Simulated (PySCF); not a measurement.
Gas-phase reaction: 2 BF₂ + 2 H₂ = 2 BH₂F + F₂

Computed with PySCF and rigid-rotor harmonic-oscillator thermochemistry at 1 bar. † marks an energy on the PBE0/def2-TZVP geometry and frequencies; other levels use their own. MP2 freezes the core. 6-31G* has spherical d functions here. Open shells (unrestricted): BF₂ (multiplicity 2); the rest are closed-shell singlets. B3LYP is the form with VWN-RPA correlation. BH₂F: computed as isolated molecules; such fragments, hydroxides, amides, oligomers or adducts are transient or little studied in the gas. MP2 isn't extrapolated to the basis-set limit.

| level | ΔH°(298 K), kJ |
|---|---|
| B3LYP/6-31G* | 349 |
| MP2/def2-SVP† | 412 |
| PBE0/def2-SVP† | [?] |
| PBE0/def2-TZVP | [?] |
| LDA/def2-TZVP† | [?] |
| ωB97X-V/def2-TZVP† | 355 |

### Question
Complete the blanks.

### Answer

- PBE0/def2-SVP†, ΔH°(298 K), kJ: 381
- PBE0/def2-TZVP, ΔH°(298 K), kJ: 388
- LDA/def2-TZVP†, ΔH°(298 K), kJ: 369
